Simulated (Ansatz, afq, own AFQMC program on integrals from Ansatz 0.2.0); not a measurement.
AFQMC on a folder of integrals that Ansatz 0.2.0 wrote.

```yaml
crystal:
  periodic: [false, false, false]
  atoms:
    - {symbol: Al, position_ang: [0.000000, 0.043760, 0.774290]}
    - {symbol: N, position_ang: [0.000000, -0.126579, -1.342869]}
    - {symbol: H, position_ang: [0.000000, 0.587568, -2.065954]}
basis:
  gaussian: {orbitals: cc-pVDZ}
magnetization: {spin_polarized: true, initial_magnetization: 1}
correlation: {method: ccsd_t, electrons: outside_noble_gas, hamiltonian_folder: ham}
```

```sh
$ ansatz run in.yaml --threads 1 --pin off --events-out ev --progress --plain --max-ram 1382MiB
```

afq runs on the folder ham with

```
--method free --trial cisd --walkers 60 --time-step 0.03 --max-blocks 80 --target-error 0.00036 --factor-cut 1e-05 --seed 2252 --times 0,0.3,0.6,1.2,1.8,2.4,3.6,4.8,6 --taylor-order 8
```

Times are imaginary, in 1/Eh. The walk had a cap of 678 s.

```
orbitals 31  electrons 5 4  factors 220 of 362
reference energy -296.88870743 Eh
CCSD correlation -0.20993913 Eh in 16 cycles, weight of the determinant in the CISD state 0.8715
repeat  energy at the last time / Eh  error
    10  -297.106705  0.002122
    20  -297.105598  0.001719
    30  -297.106965  0.001793
    40  -297.107502  0.001692
    50  -297.106971  0.001437
    60  -297.106160  0.001240
    70  -297.105653  0.001100
    80  -297.105352  0.001016
time / (1/Eh)  energy / Eh  error  mean overlap
  0.00  -297.098867  0.000207  1.1488
  0.30  -297.102378  0.000244  1.1517
  0.60  -297.103857  0.000226  1.1520
  1.20  -297.105254  0.000319  1.1518
  1.80  -297.105373  0.000337  1.1565
  2.40  -297.105477  0.000380  1.1658
  3.60  -297.106080  0.000592  1.1948
  4.80  -297.106435  0.000840  1.1818
  6.00  -297.105352  0.001016  1.2304
energy -297.105352 +/- 0.001016 Eh
```

Question: Estimate how long the walk took on 1 thread of Arm Neoverse V2, on a shared host.

Answer: 2.4 min of wall time.

The run passed its tests (error under three times the target), which doesn't prove that it has relaxed.

Against this walk (error 27.6 meV) on the same determinant: CCSD(T) 20.4 meV higher (within the noise), CCSDT(Q) 28.9 meV lower (within the noise). The error is statistical, and a free projection of finite length keeps a remainder of its start. The last points scatter (meV from the last: -1 ± 9 at 1.80, -3 ± 10 at 2.40, -20 ± 16 at 3.60, -29 ± 23 at 4.80, 0 ± 28 at 6.00); the last is the one printed as the energy, and the gaps above move with that scatter.

Cautions: remainder of the start not in the error; error above the target (27.6 against 9.8 meV).

CCSDT and higher add their correlation energy to the determinant of the CCSD(T) run, since their own runs factorise the integrals more tightly (a shift of under 2 meV). A walk keeps the symmetry of its determinant, which the program's search chose and which needn't be the lowest solution, so a lower state of the same spin and another symmetry isn't excluded.
